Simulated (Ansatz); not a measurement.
C₃H₆FN (`C/N=C(/C)F`), relaxed with RKS PBE0-D4/def2-TZVP in Ansatz 0.2.0 from a PBE-D4/def2-SVP geometry. The force threshold is 0.005 eV/Å; the program also tests the step.

The species carries charge 0 and has multiplicity 1.

Start:

```xyz
11

C    -0.728    0.065    1.767
N    -0.127   -0.530    0.594
C     0.141    0.156   -0.431
C     0.759   -0.356   -1.690
F    -0.115    1.506   -0.514
H    -1.681   -0.459    1.992
H    -0.931    1.155    1.687
H    -0.068   -0.112    2.642
H     1.709    0.180   -1.897
H     0.087   -0.167   -2.552
H     0.953   -1.438   -1.598
```

```
step  energy (eV)  largest force (eV/Å)  largest move (Å)
   1   -7410.3567                 1.184             0.000
   2   -7410.4062                 0.248             0.027
   3   -7410.4102                 0.039             0.007
   4   -7410.4102                 0.010             0.001
   5   -7410.4102                 0.006             0.001
   6   -7410.4102                 0.001             0.000
```

End:

```xyz
11

C    -0.724    0.068    1.754
N    -0.124   -0.528    0.586
C     0.139    0.148   -0.424
C     0.753   -0.352   -1.676
F    -0.114    1.483   -0.504
H    -1.662   -0.449    1.966
H    -0.919    1.140    1.667
H    -0.067   -0.106    2.610
H     1.687    0.179   -1.873
H     0.086   -0.164   -2.520
H     0.945   -1.419   -1.588
```

Run time 13 s (4 threads of an Intel Xeon Platinum 8488C on a shared host); peak host memory 0.45 GiB.
